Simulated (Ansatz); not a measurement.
# Co (Co, hcp): the cost of one run

Computed with Ansatz 0.2.0 (DFT BLYP, plane waves (420 eV) with PAW, scalar-relativistic; PAW files made under PBE, frozen cores solved again for the functional, unless a step says otherwise).

### 1 Starting point

Symmetry: P6_3/mmc, No. 194, hexagonal system. The conventional cell has a = 2.507 Å, b = 2.507 Å, c = 4.069 Å, α = 90.00°, β = 90.00°, γ = 120.00°. Co (site symmetry -6m2) has 12 Co at 2.50 to 2.51 Å as nearest neighbours.

As a file:

```cif
data_structure
_symmetry_space_group_name_H-M 'P6_3/mmc'
_symmetry_Int_Tables_number 194
_cell_length_a 2.5071
_cell_length_b 2.5071
_cell_length_c 4.0686
_cell_angle_alpha 90.000
_cell_angle_beta 90.000
_cell_angle_gamma 120.000
_cell_volume 22.15
loop_
_atom_site_label
_atom_site_type_symbol
_atom_site_symmetry_multiplicity
_atom_site_Wyckoff_symbol
_atom_site_fract_x
_atom_site_fract_y
_atom_site_fract_z
_atom_site_occupancy
Co1 Co 2 c 0.33333 0.66667 0.25000 1
```

The atoms start with moments of +1.7 ×2 μB.

### 2 Relaxation of the cell

input.yaml reads:

```yaml
crystal:
  lattice:
    - [2.5070990085, 0.0, 0.0]
    - [-1.2535495042, 2.1712114311, 0.0]
    - [0.0, 0.0, 4.0686]
  atoms:
    - { symbol: Co, position: [0.3333333333, 0.6666666667, 0.25], spin: 1.7 }
    - { symbol: Co, position: [0.6666666667, 0.3333333333, 0.75], spin: 1.7 }
hamiltonian:
  xc: blyp
  pseudopotentials:
    kind: paw
    azcp:
      Co: "pseudopotentials/Co.paw.azcp"
basis:
  ecutwfc: 420
  fft_grid_basis: typed
kpoints:
  mp_grid: { grid: [14, 14, 8], shift: [0, 0, 0] }
magnetization:
  spin_polarized: true
scf:
  occupations: { method: fermi_dirac, width: 0.05 }
relax:
  max_steps: 60
  f_tol: 0.01
  cell: {}
```

**Question.** How long does this run take on 4 threads of an Arm CPU, shared host, and how much memory does it need?

About 24 s, with a peak of 0.41 GiB.
